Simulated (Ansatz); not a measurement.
Cartesian coordinates in Å:
```
C 0.2044 0.7464 -2.8819
C 0.8612 -0.3549 -2.0660
C -0.1279 -1.2650 -1.3468
C -1.0623 -0.5608 -0.3683
C -0.3938 0.2744 0.7229
C -1.4606 0.9771 1.5512
C 0.5402 -0.5666 1.5895
C 1.3145 0.2225 2.6324
H 0.9477 1.3292 -3.4307
H -0.3540 1.4413 -2.2498
H -0.4967 0.3304 -3.6116
H 1.4827 -0.9701 -2.7249
H 1.5499 0.0910 -1.3398
H 0.4271 -2.0533 -0.8284
H -0.7423 -1.7795 -2.0952
H -1.7460 0.0885 -0.9266
H -1.6992 -1.3140 0.1126
H 0.2149 1.0500 0.2375
H -2.1308 1.5572 0.9115
H -1.0302 1.6625 2.2836
H -2.0709 0.2473 2.0936
H 1.2551 -1.0857 0.9439
H -0.0488 -1.3519 2.0809
H 0.6577 0.6658 3.3837
H 2.0269 -0.4167 3.1591
H 1.8812 1.0349 2.1675
```

Total charge 0; spin multiplicity 1.

List the PBE/def2-TZVPP orbital energies in eV (Ansatz). (An estimate is asked.)

The calculation gave: Occupied: -268.81, -268.66, -268.62, -268.60, -268.55, -268.47, -268.46, -268.41, -20.36, -19.32, -18.06, -17.33, -15.86, -15.29, -14.06, -13.13, -11.55, -11.23, -10.86, -10.65, -10.15, -9.73, -9.39, -9.09, -8.99, -8.70, -8.43, -8.06, -7.94, -7.71, -7.35, -7.17, -7.13. Lowest empty: 0.30, 0.78, 0.90, 0.97, 1.66, 1.88, 2.03, 2.11.
